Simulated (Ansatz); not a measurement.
in.yaml

```yaml
crystal:
  periodic: [false, false, false]
  atoms:
    - {symbol: Ga, position_ang: [0.000011, -0.274849, 2.291206]}
    - {symbol: B, position_ang: [-0.000037, -0.297198, 0.062683]}
    - {symbol: P, position_ang: [0.000017, -0.321389, -1.646823]}
    - {symbol: H, position_ang: [0.000009, 0.893437, -0.707065]}
basis:
  gaussian: {orbitals: cc-pVDZ}
magnetization: {spin_polarized: true, initial_magnetization: 0}
hamiltonian: {xc: {name: r2SCAN}}
```

```sh
$ ansatz run in.yaml --threads 1 --pin off --events-out ev --progress --plain --max-ram 2393MiB
```

Output:

```
852 factors; their error is unknown
mean field evaluation 1: about -62351.2354 eV, gradient 2.2e1 eV
mean field evaluation 2: about -62342.6709 eV, gradient 3.8e1 eV
mean field evaluation 4: about -62354.6038 eV, gradient 2.8e0 eV
mean field evaluation 8: about -62354.6738 eV, gradient 2.2e-2 eV
mean field evaluation 16: about -62354.6440 eV, gradient 2.9e-5 eV
mean field -62354.64398338 eV, -2291.4909008935 hartree, gradient 2.9e-5 eV, S^2 0.000000; 2 other end points of the search recorded, 0 dependent functions left out
reference -62354.64399441 eV, -2291.4909012987 hartree; 26, 26 occupied and 38, 38 virtual orbitals, 852 factors
Total energy: -62354.64399441 eV, -2291.4909012987 hartree
```

Ran on 1 thread of Arm Neoverse V1, shared host: 8.5 s wall, 0.15 GiB peak host memory.
